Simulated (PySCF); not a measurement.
C2H2ClF3.
Atom-mapped SMILES: `[F:1][CH2:2][C:3]([F:4])([F:5])[Cl:6]` (hydrogens: H7, H8 on C2)

Theory: PBE0-D3(BJ)/def2-SVP geometry optimisation, gas phase in PySCF 2.14.0.

Question: Give the optimised bond lengths and angles.

Answer: 
```
        bond  length (Å)
       F1–C2       1.359
       C2–C3       1.517
C3–F4, C3–F5       1.332
      C3–Cl6       1.782
C2–H7, C2–H8       1.101
```

Bonds in one row agree within 0.01 Å and their mean is given. A selection of angles:
```
    angle  degrees
 F1–C2–C3    109.5
 F1–C2–H7    110.3
 C3–C2–H7    108.5
 H7–C2–H8    109.7
 C2–C3–F4    111.1
C2–C3–Cl6    108.7
 F4–C3–F5    107.8
F4–C3–Cl6    109.0
```

Torsions: F1–C2–C3–F4 -60° (synclinal).

The C–F distances run from 1.332 Å (C3–F4, drawn single) to 1.359 Å (F1–C2, drawn single), a spread of 0.027 Å.

Point group: Cs (every atom within 0.08 Å of its image). No frequency check. The numbers are those of one conformer.
